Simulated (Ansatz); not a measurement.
A made-up structure of C2H5Li, singlet:

Li1  (-1.643, 1.603, -0.493)
C2  (-0.172, 0.282, -0.647)
C3  (0.305, -0.402, 0.638)
H4  (-2.702, 2.535, 0.241)
H5  (0.691, 0.770, -1.126)
H6  (0.671, 0.322, 1.376)
H7  (1.122, -1.124, 0.487)
H8  (-0.502, -0.956, 1.132)
(Å)

It is relaxed with PBE-D4/def2-SVP and then PBE0-D4/def2-TZVP (Ansatz 0.2.0). Atoms count as bonded within 1.22 times the sum of their covalent radii (H–H: 0.88 Å). The end point is not checked to be a true minimum.

Does its bonding change? (Judge from chemistry; the calculation decides.)

By the calculation: Yes. Formed: C2–H4; broken: Li1–H4.

Where it ends: The first stage lowers the energy by 3.70 eV in 20 steps. It ends as C₂H₅Li ([Li][CH2][CH3]):
Li1  (-1.961, 0.427, -1.436)
C2  (-0.537, 0.953, -0.161)
C3  (0.108, -0.154, 0.680)
H4  (-0.939, 1.721, 0.518)
H5  (0.256, 1.480, -0.716)
H6  (0.890, 0.202, 1.368)
H7  (0.580, -0.921, 0.054)
H8  (-0.628, -0.678, 1.301)
(Å)

Labels in which every atom is bracketed show which atoms are joined, not bond orders.

For scale, one of the runs: PBE0-D4/def2-TZVP relaxation, 106 basis functions, launched by `ansatz run in.yaml --threads 2 --pin off --events-out ev --progress --plain --max-ram 4352MiB`. The run took about 8.5 s on 2 CPU threads of an Arm Neoverse V2 (shared host).
